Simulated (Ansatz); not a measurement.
Geometry optimisation, RKS PBE-D4/def2-SVP (Ansatz).

Input:

```yaml
crystal:
  periodic: [false, false, false]
  atoms:
    - { symbol: B, position_ang: [0.419806, 0.017437, 0.066984] }
    - { symbol: "N", position_ang: [0.73044, -0.012078, 1.497138] }
    - { symbol: H, position_ang: [0.023838, -0.13989, 2.221078] }
    - { symbol: H, position_ang: [1.678098, 0.07818, 1.860414] }
    - { symbol: H, position_ang: [1.348281, 0.164888, -0.676529] }
    - { symbol: H, position_ang: [-0.737262, -0.108537, -0.281486] }
basis:
  gaussian: { orbitals: def2-SVP }
hamiltonian:
  xc: pbe
  dispersion: d4
relax:
  f_tol: 0.03
  max_steps: 50
output:
  orbitals: {}
```

Run as:

```bash
$ ansatz run input.yaml --threads 1 --pin off --max-ram 2048MiB --backend cpu --events-out ev --progress --plain --runs-dir out
```

Problem. Where does it end, and by what steps?

Solution. It converged. After 4 steps the energy has fallen by 0.094 eV; B1 moved furthest, 0.04 Å.

| step | energy less start (eV) | largest force component (eV/Å) | accepted |
| --- | --- | --- | --- |
| 0 | 0.0000 | 2.645 | yes |
| 1 | -0.0812 | 1.072 | yes |
| 2 | -0.0934 | 0.117 | yes |
| 3 | -0.0937 | 0.090 | yes |
| 4 | -0.0940 | 0.007 | yes |

```xyz
6
Properties=species:S:1:pos:R:3
B 0.434 0.016 0.108
N 0.724 -0.016 1.473
H 0.013 -0.138 2.195
H 1.668 0.080 1.849
H 1.346 0.166 -0.685
H -0.722 -0.107 -0.252
```

Whether the end is a true minimum wasn't checked by a vibrational analysis.

Time of the run: 4.8 s on 1 thread of Arm Neoverse V1, with other jobs on the host, peak memory 0.1 GiB.
